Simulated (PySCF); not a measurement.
(CH3)2CHCHF2, C4H8F2.
InChI=1S/C4H8F2/c1-3(2)4(5)6/h3-4H,1-2H3

A linear-response calculation (PySCF, def2-SVPD basis, gas phase, vertical, core orbitals frozen in the response) gave these numbers; the functional is withheld.

Orbital energies (eV): HOMO-3 -12.40, HOMO-2 -11.43, HOMO-1 -11.27, HOMO -10.77, LUMO 1.25, LUMO+1 1.99, LUMO+2 2.03.

```tsv
state	E (eV)	f	main configurations (H = HOMO, L = LUMO)
S1	9.01	0.047	H→L (89%)
S2	9.44	0.0075	H-1→L (88%)
S3	9.60	0.034	H-2→L (84%)
S4	9.71	0.035	H→L+1 (58%), H→L+2 (10%)
S5	9.94	0.0094	H→L+2 (73%), H→L+1 (13%)
S6	10.02	0.010	H→L+3 (79%)
```

Triplets, Tamm–Dancoff:

| state | E (eV) | λ (nm) | main configurations (H = HOMO, L = LUMO) |
| --- | --- | --- | --- |
| T1 | 8.72 | 142.1 | H→L (80%), H→L+1 (9%) |
| T2 | 9.10 | 136.3 | H-1→L (77%) |
| T3 | 9.37 | 132.3 | H-2→L (64%), H→L+1 (14%) |
| T4 | 9.38 | 132.2 | H→L+1 (42%), H-2→L (21%) |

Vertical ionisation energy by ΔSCF with the same functional: 11.73 eV. Mean static polarisability: 52.1 au.

Problem. Which of these was used?
A. B3LYP
B. HF
C. PBE
D. CAM-B3LYP

Solution. D. CAM-B3LYP is range-separated, 19% exact exchange at short range and 65% at long range (ω = 0.33 bohr⁻¹). In this run −ε(HOMO) = 10.77 eV differs from the ΔSCF value by -0.95 eV, and S1 differs from the orbital gap of 12.02 eV by -3.01 eV. The ratio −ε(HOMO)/IP is 0.92. Small neutral molecules mostly give 0.85 to 0.93 with CAM-B3LYP, 0.5 to 0.7 with PBE, 0.67 to 0.83 with B3LYP; Hartree–Fock can't fall below 1, since the ion's relaxation only lowers the ΔSCF value. The other options: PBE, a GGA without exact exchange; HF, time-dependent Hartree–Fock, 100% exact exchange; B3LYP, a global hybrid with 20% exact exchange.

Computed with TDDFT CAM-B3LYP/def2-SVPD, vertical, gas phase, core orbitals frozen in the response (PySCF 2.14.0, density-fitted response routines). One conformer (not necessarily the lowest) at the PBE0-D3(BJ)/def2-SVP geometry, without solvent, vibrations or thermal averaging.

The values belong to the conformer `[CH3:1][CH:2]([CH3:3])[CH:4]([F:5])[F:6]`: C1–C2–C4–F5 -177°.
